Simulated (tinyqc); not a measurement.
Stretching all distances: RHF, UHF, MP2, CISD and CCSD against full CI in the sto-3g basis, for H3O+, spin multiplicity 1. Computed by the program tinyqc with PySCF. 

Geometry (angstrom):
```
atom        x        y       z
O      0.0000   0.0000  0.2700
H      0.8820   0.0000  0.0000
H     -0.4410   0.7630  0.0000
H     -0.4410  -0.7630  0.0000
```

All coordinates are multiplied by the scale. c0^2 is the weight of the RHF determinant in the lowest singlet FCI state (UHF is spin-contaminated and may lie near states of higher spin) and n(LUMO) the first natural occupation beyond the occupied space.

Full CI energy (hartree) and errors against it (kcal/mol):
```
scale  distance 1-2 (angstrom)     E(FCI)      RHF     UHF     MP2    CISD   CCSD  <S^2> UHF   c0^2  n(LUMO)
0.860                    0.793  -75.16931   26.107  26.107   5.460   0.336  0.097      0.000  0.985    0.010
1.090                    1.005  -75.39600   41.599  41.599   9.641   1.075  0.292      0.000  0.968    0.023
1.330                    1.227  -75.31628   65.643  65.643  16.360   3.386  0.893      0.000  0.925    0.049
1.560                    1.439  -75.17969   99.492  91.494  26.292   9.454  2.156      0.888  0.828    0.109
1.800                    1.660  -75.05444  147.473  62.398  41.212  23.624  3.666      1.936  0.625    0.248
```

UHF parts from RHF first at scale 1.56 of those listed, where <S^2> leaves zero. The weight c0^2 goes from 0.99 to 0.62 and n(LUMO) from 0.01 to 0.25: static correlation grows as the bonds break into open-shell fragments. The spread of the error along the curve, which distorts its shape, is CCSD 3.6, CISD 23.3, MP2 35.8, UHF 65.4, RHF 121.4 kcal/mol. The table stops here: at scale 2.03 and beyond, the reference weight falls under 0.45 or RHF, UHF or CCSD hop between solutions, so those rows were left out and the spreads given cover only the rows shown. As computed, partly on other solutions, the errors there reach in size RHF 253, UHF 35, MP2 75, CISD 72, CCSD 8 kcal/mol.
